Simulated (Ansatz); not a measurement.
ClFSi (`F[Si]Cl`) at its PBE0-D4/def2-TZVP geometry, where that method's forces vanish. The species carries charge 0 and has multiplicity 1.

```tsv
atom	x (Å)	y (Å)	z (Å)
F1	-0.2134	1.3511	-0.1572
Si2	0.6300	0.0269	-0.4817
Cl3	-0.4166	-1.3780	0.6389
```

(1) For each bond, give half the difference of the two atoms' forces along it (eV/Å; positive pushes the atoms apart) under PBE-D4, r2SCAN-D4, B3LYP-D4, ωB97M-V in def2-TZVPP. (Estimate.)

## Answers

(1) Ansatz gave: 
```
   bond  length (Å)  PBE-D4  r2SCAN-D4  B3LYP-D4  ωB97M-V
 F1–Si2       1.603    0.65       0.07      0.21     0.13
Si2–Cl3       2.080    0.25       0.07      0.23     0.05
```

B3LYP here is the variant with VWN-RPA as its local correlation; programs differ in this.
